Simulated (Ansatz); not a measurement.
bcc Ta was calculated with LDA (Ansatz, a quantum-chemistry and plane-wave program, PAW).

A relaxed, unreconstructed slab of the (211) face has 12 atoms, two equal faces of 12.970 Å² each and an energy of -116186.4138 eV. A bulk cell of 6 atoms with the same orientation and in-plane k mesh has -58095.6653 eV. Energies are extrapolated to zero smearing.

Settings: plane-wave cutoff 500 eV, 12×20×1 k mesh (along the axes of the cell as run), Fermi–Dirac smearing 0.1 eV, scalar-relativistic PAW data made under PBE.

Worked out: γ = (E_slab − N E_bulk per atom)/2A = [-116186.4138 − 12 × (-58095.6653/6)]/(2 × 12.970) = 0.1895 eV/Å². With 16.022 J/m² per eV/Å² this is 3.04 J/m², or 2.46 eV per surface cell and face.
